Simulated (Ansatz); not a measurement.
# Palladium, fcc under r²SCAN: testing the Methfessel-Paxton smearing

A convergence test of the Methfessel-Paxton smearing width. The geometry was relaxed under r²SCAN beforehand and stays fixed; 7 values are run, from 0.01 to 1.0 eV. Wanted are the values from which on the energy stays within 10 and 1 meV/atom, and the pressure within 0.5 GPa, of the narrowest run. Within the series other settings stay, but some runs also write fields, which adds to their time. The moments start as that relaxation left them.

Program: Ansatz 0.2.0. Level of theory: DFT r²SCAN, plane waves with PAW, scalar-relativistic. These are calculated values, not measurements.

### Step 1. The structure to begin with

The structure is cubic, space group Fm-3m (No. 225). Conventional cell: a = 3.914 Å, b = 3.914 Å, c = 3.914 Å, α = 90.00°, β = 90.00°, γ = 90.00°. Around Pd (site symmetry m-3m) lie 12 Pd at 2.77 Å.

As a file:

```cif
data_structure
_symmetry_space_group_name_H-M 'Fm-3m'
_symmetry_Int_Tables_number 225
_cell_length_a 3.9135
_cell_length_b 3.9135
_cell_length_c 3.9135
_cell_angle_alpha 90.000
_cell_angle_beta 90.000
_cell_angle_gamma 90.000
_cell_volume 59.94
loop_
_atom_site_label
_atom_site_type_symbol
_atom_site_symmetry_multiplicity
_atom_site_Wyckoff_symbol
_atom_site_fract_x
_atom_site_fract_y
_atom_site_fract_z
_atom_site_occupancy
Pd1 Pd 4 a 0.00000 0.00000 0.00000 1
```

The atoms start with moments of +0.44 μB.

### Step 2. With a width of 0.01 eV

The run at 0.01 eV.

Contents of input.yaml:

```yaml
crystal:
  lattice:
    - [0.0, 1.9567730079, 1.9567730079]
    - [1.9567730079, 0.0, 1.9567730079]
    - [1.9567730079, 1.9567730079, 0.0]
  atoms:
    - { symbol: Pd, position: [0.0, 0.0, 0.0], spin: 0.436 }
hamiltonian:
  xc: r2scan
  pseudopotentials:
    kind: paw
    azcp:
      Pd: "pseudopotentials/Pd.paw.azcp"
basis:
  ecutwfc: 500
  fft_grid_basis: typed
kpoints:
  mp_grid: { grid: [14, 14, 14], shift: [0, 0, 0] }
magnetization:
  spin_polarized: true
scf:
  occupations: { method: methfessel_paxton, width: 0.01 }
  lower_state_search: "off"
output:
  stress: true
  write_density: true
  write_potential: true
  elf: true
  volumetric_format: npy
```

Run with:

```sh
> ansatz run input.yaml --threads 2 --pin off --max-ram 5120MiB --backend cpu --events-out ev --progress --plain --runs-dir out
```

### Step 3. With a width of 0.03 eV

The run at 0.03 eV.

input.yaml: that of step 2 with these lines changed.

```diff
@@ -21,3 +21,3 @@
 scf:
-  occupations: { method: methfessel_paxton, width: 0.01 }
+  occupations: { method: methfessel_paxton, width: 0.03 }
   lower_state_search: "off"
```

### Step 4. With a width of 0.1 eV

The run at 0.1 eV.

input.yaml: that of step 3 with these lines changed.

```diff
@@ -21,3 +21,3 @@
 scf:
-  occupations: { method: methfessel_paxton, width: 0.03 }
+  occupations: { method: methfessel_paxton, width: 0.1 }
   lower_state_search: "off"
```

### Step 5. With a width of 0.2 eV

The run at 0.2 eV.

input.yaml: that of step 4 with these lines changed.

```diff
@@ -21,3 +21,3 @@
 scf:
-  occupations: { method: methfessel_paxton, width: 0.1 }
+  occupations: { method: methfessel_paxton, width: 0.2 }
   lower_state_search: "off"
@@ -25,5 +25 @@
   stress: true
-  write_density: true
-  write_potential: true
-  elf: true
-  volumetric_format: npy
```

### Step 6. With a width of 0.3 eV

The run at 0.3 eV.

input.yaml: that of step 5 with these lines changed.

```diff
@@ -21,3 +21,3 @@
 scf:
-  occupations: { method: methfessel_paxton, width: 0.2 }
+  occupations: { method: methfessel_paxton, width: 0.3 }
   lower_state_search: "off"
@@ -25 +25,5 @@
   stress: true
+  write_density: true
+  write_potential: true
+  elf: true
+  volumetric_format: npy
```

### Step 7. With a width of 0.6 eV

The run at 0.6 eV.

input.yaml: that of step 6 with these lines changed.

```diff
@@ -21,3 +21,3 @@
 scf:
-  occupations: { method: methfessel_paxton, width: 0.3 }
+  occupations: { method: methfessel_paxton, width: 0.6 }
   lower_state_search: "off"
@@ -25,5 +25 @@
   stress: true
-  write_density: true
-  write_potential: true
-  elf: true
-  volumetric_format: npy
```

### Step 8. With a width of 1.0 eV

The run at 1.0 eV.

input.yaml: that of step 7 with these lines changed.

```diff
@@ -21,3 +21,3 @@
 scf:
-  occupations: { method: methfessel_paxton, width: 0.6 }
+  occupations: { method: methfessel_paxton, width: 1.0 }
   lower_state_search: "off"
```

(Steps that only read results are left out.)

Before running it: what results should come out?

The runs gave:

| quantity | value |
| --- | --- |
| E(σ → 0) stays within 10 meV/atom of 0.01 eV | up to 0.6 eV |
| E(σ → 0) stays within 1 meV/atom | up to 0.3 eV |
| pressure stays within 0.5 GPa | up to 0.6 eV |
| pressure at 0.01 eV | -0.05 GPa |
| energy of a separate run on a finer mesh (23×23×23) | -1.6 meV/atom from 0.01 eV |

The far end, 1.0 eV, lies -21.6 meV/atom and -0.9 GPa from the yardstick. The free energy F moves by -34.4 meV/atom over the range, and the estimate for σ → 0 by -21.6. This scheme cancels the term in the square of the width, so F moves little up to 0.2 eV. The mesh (14×14×14) is fixed, so the narrowest widths carry a k-point error of their own. The largest moment goes from 0.50 μB at 0.01 eV to 0.00 μB at 1.0 eV. The yardstick itself is unsettled by 1.6 meV/atom against the finer mesh, so the thresholds above hold only within this series, and wider smearing, which averages over more states, can land nearer the fine-mesh value than the narrowest does. Real palladium is paramagnetic; it lies so near a magnetic instability that a moment here depends on functional, volume, mesh and start.
